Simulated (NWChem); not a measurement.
Species: dichloromethane (CH2Cl2); SMILES ClCCl

Results from NWChem. Pople sets run with spherical d functions. Medium grid unless said otherwise, to which SCAN and Minnesota functionals are sensitive. Geometry: optimised at PBE-D3(BJ)/def2-SVP. Level r2SCAN/6-31G*: energy and gradient; each run changes one setting, and changes count from the defaults (medium grid, exact Coulomb integrals, symmetry on).

Task: Which setting moves the energy most, and by about how much (symmetry off; tight SCF thresholds and tolerances; extra-fine grid; defaults; Coulomb fitting, Ahlrichs set)?

Result: Coulomb fitting, Ahlrichs set, by about 700 μHa.
```
setting                              size of the energy change (μHa)  largest change of a gradient component (μHa/bohr)
-----------------------------------  -------------------------------  -------------------------------------------------
defaults                                                        < 10                                               < 30
symmetry off                                                    < 10                                        other frame
extra-fine grid                                                   20                                                 50
tight SCF thresholds and tolerances                             < 10                                               < 30
Coulomb fitting, Ahlrichs set                                    700                                                200
```
